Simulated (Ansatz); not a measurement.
Two isomers of C3H5NO: A = `C1=NCOC1`, B = `N=CC1CO1`.

Gas-phase electronic energies from Ansatz, PBE0-D4/def2-TZVP geometries. CBS: MP2 limit from def2 TZ/QZ plus the TZ coupled-cluster correction, frozen cores. Functionals use def2-TZVPP. B3LYP here is the variant with VWN-RPA as its local correlation; programs differ in this. One conformer a species, not always the lowest.

A:

Z-matrix (Å, degrees):
```
C
N 1 1.439
O 1 1.423 2 108.5
H 1 1.097 2 109.9 3 -120.3
H 1 1.097 2 109.8 3 120.3
C 2 1.263 1 107.2 3 -0.2
C 3 1.407 1 107.9 2 0.3
H 6 1.087 2 122.1 1 -180.0
H 7 1.099 3 111.2 1 -120.3
H 7 1.099 3 111.2 1 119.7
```

B:

Z-matrix (Å, degrees):
```
C
C 1 1.474
O 1 1.423 2 115.4
C 1 1.466 2 119.8 3 -66.6
H 1 1.087 2 115.5 3 139.6
N 2 1.263 1 120.6 3 -149.2
H 2 1.098 1 114.6 3 30.7
H 4 1.088 1 119.5 2 -0.7
H 4 1.087 1 118.6 2 -152.1
H 6 1.019 2 111.1 1 -179.2
```

Which is lower in electronic energy at CCSD(T)/CBS, and by how much? (Best estimate.)

Computed: A, by 84.2 kJ/mol.

Give E(B) − E(A) in kJ/mol with MP2/def2-TZVPP, CCSD/def2-TZVPP, PBE0-D4, HF/def2-TZVPP, BLYP-D4, B3LYP-D4, r2SCAN-D4. (Estimate.)

Ansatz gave: MP2/def2-TZVPP 81.4, CCSD/def2-TZVPP 86.0, PBE0-D4 85.2, HF/def2-TZVPP 94.5, BLYP-D4 74.6, B3LYP-D4 82.1, r2SCAN-D4 79.5. None reverses the order clearly.

Does the order hold for the free energy at 298.15 K (harmonic terms from PBE0-D4)? (Estimate.)

Computed: Yes: G(B) − G(A) = +78.8 kJ/mol, for one conformer each.

Largest T1 diagnostic: 0.012.

The D4 term adds +3.1 kJ/mol with B3LYP and +1.4 kJ/mol with PBE0; it sums over pairs of atoms, weighted by their polarisabilities, and B3LYP, whose exchange is more repulsive, gets the larger term. From PBE to PBE0 (25 % exact exchange), in def2-TZVPP and without D4, E(B) − E(A) moves by +9.7 kJ/mol.
